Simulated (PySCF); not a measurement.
**How far each method lies from RCCSDT for HON, quintet**

Geometry: that of the HON, triplet, kept fixed. The triplet lies 10.1 eV lower here.

```xyz
3

N     0.0000   -0.0590    0.7269
O     0.0000    0.1003   -0.5734
H     0.0000   -0.7728   -0.9996
```

Basis 6-31G; PySCF 2.14.0. Correlated methods freeze the noble-gas cores, which leaves 12 electrons in 18 orbitals. Prefix R: restricted or restricted open-shell reference; prefix U: unrestricted.

Full CI isn't at hand for all of this; RCCSDT serves as the reference. It lacks quadruple excitations, which often exceed the step from CCSD(T) to CCSDT. The frozen core follows each run's orbitals, which can shift R against U totals by a few meV.

```
UHF ⟨S²⟩                          : 6.016
T1 diagnostic (ROHF- or RHF-based CCSD)             : 0.0232
largest doubles amplitude (ROHF- or RHF-based CCSD) : 0.053
T1 diagnostic (UCCSD)             : 0.0178
```

```
   level  E − E(RCCSDT) (kJ/mol)  share of correlation (%)  wall time
     RHF                   431.6                      0.00          –
     UHF                   411.6                      4.64          –
    RMP2                    60.3                     86.03          –
    UMP2                    58.5                     86.44          –
   RCCSD                     8.2                     98.09          –
   UCCSD                     7.9                     98.17          –
RCCSD(T)                     1.3                     99.70     0.47 s
UCCSD(T)                     1.2                     99.73     0.27 s
  UCCSDT                    -0.2                    100.04      9.7 s
```

The correlation energy at RCCSDT, counted from RHF, is -4.473 eV. That run took 11 s on 1 thread of AMD EPYC 7B13, shared host.

Times are those of the correlated step on a shared host, with one SCF added for the restricted CCSD run; they ran on 1 thread of AMD EPYC 7B13.
